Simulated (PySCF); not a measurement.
# ClH3NaP: the cost of one run

Programs: PySCF 2.14.0. All values are calculated, for the isolated system unless a continuum is named. Atoms count from 0, parts from 1.

### Step 1. The system as given

6 atoms, charge 0, multiplicity 1; geometry: GFN2-xTB. Parts: 1 = atoms 0–1, `[Na][Cl]`, charge 0; 2 = atoms 2–5, `P`, charge 0.

### Step 2. Relaxing the molecule at PBE0-D3(BJ)/def2-TZVPD

What the job is given:

```
{"job": {"xc": "PBE0", "basis": "def2-TZVPD", "d3": "d3bj", "grid": 3, "kind": "geom", "shake": 0.01}, "charge": 0, "multiplicity": 1, "parts": [{"atoms": "0-1", "charge": 0, "multiplicity": 1}, {"atoms": "2-5", "charge": 0, "multiplicity": 1}]}
Na     0.691624    -0.445686    -0.523364
Cl    -0.760196     0.458522     0.948236
P      2.507817    -1.582507    -2.475810
H      3.809151    -2.054013    -2.126053
H      2.217353    -2.702349    -3.227873
H      3.008519    -0.881126    -3.557792
```

Command:

```console
$ OMP_NUM_THREADS=1 python cluster_run.py task.json out
```

This one command runs all jobs of the session in turn.

Q: Estimate the wall time and peak memory of this first job on 1 thread of Arm Neoverse V1, shared host.

About 36 s, with a peak of 0.64 GiB.
